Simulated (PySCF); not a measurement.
# C3H3ClO: the cost of one run

The runs use PySCF 2.14.0; levels as typed in each script, gas phase, geometry from GFN2-xTB.

## Step 1: The system as given

SMILES `O=C=CCCl`, 8 atoms, charge 0, spin multiplicity 1.

Bond lengths: O1–C2 1.159 Å, C2–C3 1.298 Å, C3–C4 1.487 Å, C3–H6 1.078 Å, C4–Cl5 1.814 Å, C4–H7 1.088 Å, C4–H8 1.088 Å. Angles: O1–C2–C3 177.0°, C2–C3–C4 123.9°, C2–C3–H6 117.9°, C4–C3–H6 117.7°, C3–C4–Cl5 111.1°, C3–C4–H7 112.0°, C3–C4–H8 111.2°, Cl5–C4–H7 106.0°, Cl5–C4–H8 105.6°, H7–C4–H8 110.7°.

Geometry (Å):

```mol
C3H3ClO
  3D, bonds by distance, orders not assigned

  8  7  0  0  0  0  0  0  0  0999 V2000
   -2.6719    0.5666    0.1695 O   0  0
   -1.6963    0.0079   -0.1131 C   0  0
   -0.6360   -0.6767   -0.4168 C   0  0
    0.5726   -0.7615    0.4451 C   0  0
    1.8305    0.4366   -0.0759 Cl  0  0
   -0.5803   -1.1084   -1.4033 H   0  0
    0.3493   -0.5282    1.4840 H   0  0
    1.0467   -1.7373    0.3627 H   0  0
  1  2  8  0
  2  3  8  0
  3  4  8  0
  4  5  8  0
  3  6  8  0
  4  7  8  0
  4  8  8  0
M  END
```

## Step 2: Localised orbitals (BLYP/def2-tzvp)

File input.py:

```python
import numpy as np
from pyscf import gto, scf, dft, lo
from pyscf.data.elements import chemcore

def solve(mol, dm0=None, hcore=None):
    mf = (dft.UKS if mol.spin else dft.RKS)(mol, xc='blyp')
    mf.grids.level = 3
    mf = mf.density_fit(auxbasis='def2-universal-jkfit')
    mf.conv_tol, mf.max_cycle = 1e-8, 80
    if hcore is not None:
        mf.get_hcore = lambda *args: hcore
    mf.kernel(dm0)
    if not mf.converged:
        mf = mf.newton().run(mf.mo_coeff, mf.mo_occ, max_cycle=30)
    assert mf.converged, 'SCF not converged'
    return mf

mol = gto.M(atom='''
O     -2.67192     0.56665     0.16947
C     -1.69634     0.00792    -0.11314
C     -0.63601    -0.67672    -0.41679
C      0.57265    -0.76153     0.44506
Cl     1.83046     0.43663    -0.07587
H     -0.58027    -1.10843    -1.40327
H      0.34929    -0.52817     1.48395
H      1.04668    -1.73733     0.36266
''', basis='def2-tzvp', charge=0, spin=0, verbose=4)
mf = solve(mol)
occ_all = mf.mo_coeff[:, mf.mo_occ > 0]
occ = occ_all[:, chemcore(mol):]
pm = lo.PM(mol, occ, pop_method='meta_lowdin')
loc = pm.kernel()
for _ in range(5):
    new, stable = pm.stability_jacobi(return_status=True)
    if stable:
        break
    loc = pm.kernel(new)
fock, s = mf.get_fock(), mf.get_ovlp()
ortho = lo.orth_ao(mol, 'meta_lowdin')
labels = mol.ao_labels(fmt=None)
vir = loc[:, :0]
both = np.hstack([loc, vir])
p = (ortho.T @ s @ both) ** 2
pop = np.array([p[[l[0] == a for l in labels]].sum(0) for a in range(mol.natm)])
spd = np.array([[p[[l[0] == a and l[2][-1] == k for l in labels]].sum(0) for k in 'spd'] for a in range(mol.natm)])
eps = np.einsum('pi,pq,qi->i', both, fock, both)
for i in np.argsort(eps):
    top = np.argsort(-pop[:, i])[:3]
    print('%3d %s %9.4f Eh ' % (i + 1, 'occ' if i < loc.shape[1] else 'vir', eps[i]), '  '.join('%s%d %.3f' % (mol.atom_symbol(a), a + 1, pop[a, i]) for a in top))
np.savez('result.npz', c=both, nocc=loc.shape[1], pop=pop, spd=spd, eps=eps, e=mf.e_tot)
```

Run with:

```sh
> OMP_NUM_THREADS=1 python input.py
```

Q: Estimate wall time and peak memory on 1 thread of Arm Neoverse V2, shared host.

About 23 s, with a peak of 0.6 GiB.
